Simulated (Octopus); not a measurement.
**BHF2 (SMILES FBF) at SVWN5 (scalar, in the pseudopotentials, pseudodojo_pbe potentials, pseudopotentials pseudodojo_pbe, grid spacing 0.15 angstrom)**

What is the vertical ionisation energy of BHF2 at SVWN5 (scalar, in the pseudopotentials, pseudodojo_pbe potentials, pseudopotentials pseudodojo_pbe, grid spacing 0.15 angstrom)? 

Program for the calculation: Octopus 16.4.

3 further runs of the same task are left out: 1 that didn't finish, 2 set aside as unsound or not needed.

## 1. The molecule

The species is BHF2 (4 atoms), meant as a singlet with charge 0. As SMILES, `FBF`. The shape is that of a PBE0-D4/def2-TZVP optimisation.

Bond lengths: F1–B2 1.313 Å, B2–F3 1.313 Å, B2–H4 1.191 Å. Angles: F1–B2–F3 118.1°, F1–B2–H4 121.0°, F3–B2–H4 121.0°.

## 2. Energy and forces at SVWN5 (scalar, in the pseudopotentials, pseudodojo_pbe potentials, pseudopotentials pseudodojo_pbe, grid spacing 0.15 angstrom)

The input, geometry.xyz:

```xyz
4

F      1.154300     0.456900    -0.361900
B     -0.001900    -0.031000     0.025200
F     -1.095400     0.528700    -0.438900
H     -0.057000    -0.954600     0.775600
```

Launch:

```sh
$ OMP_NUM_THREADS=1 octopus > gs.log
```

Output:

```text
Version                : 16.4
[... 153 lines left out ...]
Converged eigenvectors: 0
#  State  Eigenvalue [eV]  Occupation    Error
[... 9 lines left out ...]
Converged eigenvectors: 0
#  State  Eigenvalue [eV]  Occupation    Error
[... 49 lines left out ...]
Converged eigenvectors: 0
#  State  Eigenvalue [eV]  Occupation    Error
[... 9 lines left out ...]
Converged eigenvectors: 0
#  State  Eigenvalue [eV]  Occupation    Error
[... 6 lines left out ...]
Info: SCF converged in   17 iterations
[... 1 line left out ...]
**   Some of the states are not fully converged!
[... 1 line left out ...]
Octopus emitted 2 warnings.
```

Wall time 44 s (1 thread of Arm Neoverse N1, shared host); peak memory 0.21 GiB.

## 3. The doublet cation, same level

geometry.xyz is that of step 2.

Launch:

```sh
$ OMP_NUM_THREADS=1 octopus > gs.log
```

Output:

```text
Version                : 16.4
[... 72 lines left out ...]
** Warning:
[... 94 lines left out ...]
Converged eigenvectors: 0
#  State  Spin  Eigenvalue [eV]  Occupation    Error
[... 17 lines left out ...]
Converged eigenvectors: 0
#  State  Spin  Eigenvalue [eV]  Occupation    Error
[... 72 lines left out ...]
Converged eigenvectors: 0
#  State  Spin  Eigenvalue [eV]  Occupation    Error
[... 17 lines left out ...]
Converged eigenvectors: 0
#  State  Spin  Eigenvalue [eV]  Occupation    Error
[... 14 lines left out ...]
Info: SCF converged in   22 iterations
[... 1 line left out ...]
**   Some of the states are not fully converged!
[... 1 line left out ...]
Octopus emitted 3 warnings.
```

Run time: 2.1 min. Hardware: 1 thread of Arm Neoverse N1, shared host; peak memory 0.28 GiB.

## 4. Outcome

Level: SVWN5 (scalar, in the pseudopotentials, pseudodojo_pbe potentials, pseudopotentials pseudodojo_pbe, grid spacing 0.15 angstrom).

```
                                          quantity         value
                        singlet BHF2: total energy  -52.69481 Eh
                       singlet BHF2: dipole moment        0.81 D
                         singlet BHF2: HOMO energy      -9.22 eV
                      doublet cation: total energy  -52.19372 Eh
doublet cation: HOMO energy (highest over α and β)     -18.90 eV
          doublet cation: largest force on an atom    6.250 eV/Å
vertical ionisation energy (to the doublet cation)     13.635 eV
```

What this shows: The vertical ionisation energy comes to 13.64 eV (314 kcal/mol). The negative HOMO energy of the first species, 9.22 eV, lies 4.42 eV below that difference.
